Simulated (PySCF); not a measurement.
**N, N⁺, N²⁺, N³⁺: ionisation energies in aug-cc-pVQZ-DK**

Wanted: the ionisation energy of nitrogen, up a ladder of methods.

Method: unrestricted determinants in a Gaussian basis, no spin-orbit coupling in the energies. Code: PySCF 2.14.0.

## Step 1: Starting point

```
Element                                   : nitrogen (Z = 7)
Basis                                     : aug-cc-pVQZ-DK (6s5p4d3f2g, 80 functions)
Hamiltonian                               : the spin-free X2C one-electron Hamiltonian (Gaussian nucleus)
State 1                                   : N: [He] 2s2 2p3, high-spin 4S determinant
State 2                                   : N⁺: [He] 2s2 2p2, high-spin 3P determinant
State 3                                   : N²⁺: [He] 2s2 2p1, 2P determinant
State 4                                   : N³⁺: [He] 2s2, closed-shell 1S
Methods                                   : CCSD(T)
Core shells frozen in the correlated runs : valence: 1s2 (for N)
```

Outer shells as boxes (Hund's rule):

N [He] 2s2 2p3
```
[He] core
2s [↑↓]
2p [↑ ][↑ ][↑ ]
```

N+ [He] 2s2 2p2
```
[He] core
2s [↑↓]
2p [↑ ][↑ ][  ]
```

N2+ [He] 2s2 2p1
```
[He] core
2s [↑↓]
2p [↑ ][  ][  ]
```

N3+ [He] 2s2
```
[He] core
2s [↑↓]
```

One driver process ran all states and methods and kept the integrals in memory. Each run is shown as a PySCF script that sums up its settings (the driver passes frozen orbitals as a list and adds second-order terms of double hybrids); the logs are those of the runs themselves. The driver starts from symmetry-adapted Hartree-Fock orbitals, holds the occupation by maximum overlap and uses a logarithmic radial grid for functionals, so a plain start would take other cycles.

The integrals over 80 functions and the set-up took 0.59 s of CPU time.

## Step 2: N: CCSD(T) (valence)

Level: CCSD(T) (valence).

input.py reads:

```python
from pyscf import gto, scf, dft, mp, cc
import basis_set_exchange as bse
mol = gto.M(atom="N 0 0 0", charge=0, spin=3, symmetry="D2h",
            basis=gto.basis.parse(bse.get_basis("aug-cc-pVQZ-DK", elements=["N"], fmt="nwchem")),
            nucmod="G")
mf = scf.UHF(mol).sfx2c1e()
mf.irrep_nelec = {'Ag': (2, 2), 'B1u': (1, 0), 'B2u': (1, 0), 'B3u': (1, 0)}
mf.kernel()
mycc = cc.CCSD(mf, frozen=1).run()
mycc.ccsd_t()
```

## Step 3: N⁺, at CCSD(T) (valence)

Level: CCSD(T) (valence).

input.py reads:

```python
from pyscf import gto, scf, dft, mp, cc
import basis_set_exchange as bse
mol = gto.M(atom="N 0 0 0", charge=1, spin=2, symmetry="D2h",
            basis=gto.basis.parse(bse.get_basis("aug-cc-pVQZ-DK", elements=["N"], fmt="nwchem")),
            nucmod="G")
mf = scf.UHF(mol).sfx2c1e()
mf.irrep_nelec = {'Ag': (2, 2), 'B1u': (1, 0), 'B2u': (1, 0)}
mf.kernel()
mycc = cc.CCSD(mf, frozen=1).run()
mycc.ccsd_t()
```

## Step 4: N²⁺: CCSD(T) (valence)

Level: CCSD(T) (valence).

input.py reads:

```python
from pyscf import gto, scf, dft, mp, cc
import basis_set_exchange as bse
mol = gto.M(atom="N 0 0 0", charge=2, spin=1, symmetry="D2h",
            basis=gto.basis.parse(bse.get_basis("aug-cc-pVQZ-DK", elements=["N"], fmt="nwchem")),
            nucmod="G")
mf = scf.UHF(mol).sfx2c1e()
mf.irrep_nelec = {'Ag': (2, 2), 'B2u': (1, 0)}
mf.kernel()
mycc = cc.CCSD(mf, frozen=1).run()
mycc.ccsd_t()
```

## Step 5: N³⁺: CCSD(T) (valence)

Level: CCSD(T) (valence).

input.py reads:

```python
from pyscf import gto, scf, dft, mp, cc
import basis_set_exchange as bse
mol = gto.M(atom="N 0 0 0", charge=3, spin=0, symmetry="D2h",
            basis=gto.basis.parse(bse.get_basis("aug-cc-pVQZ-DK", elements=["N"], fmt="nwchem")),
            nucmod="G")
mf = scf.UHF(mol).sfx2c1e()
mf.irrep_nelec = {'Ag': (2, 2)}
mf.kernel()
mycc = cc.CCSD(mf, frozen=1).run()
mycc.ccsd_t()
```

Before running it: what results should come out?

**Answer**, as computed:

```
              quantity                                                      value
  ionisation energy, N  UHF 13.887, CCSD(T) (valence) 14.494 eV; reference 14.545
 ionisation energy, N⁺  UHF 29.199, CCSD(T) (valence) 29.516 eV; reference 29.601
ionisation energy, N²⁺  UHF 47.292, CCSD(T) (valence) 47.298 eV; reference 47.445
```

Each level's miss (mean over 1 difference):

| method | mean absolute miss against the measured value (with the measured fine structure taken into account where it is known) (eV) |
| --- | --- |
| UHF | 0.658 |
| MP2 (valence) | 0.067 |
| SCS-MP2 (valence) | 0.198 |
| CCSD (valence) | 0.080 |
| CCSD(T) (valence) | 0.051 |

In words: Against experiment CCSD(T) (valence) comes closest (off by 0.05 eV), level with MP2 (valence) and UHF is farthest (0.66 eV). Hartree-Fock falls short because the species with more electrons holds more correlation energy, which it lacks. All values hold for this basis alone; no basis-set limit was taken.
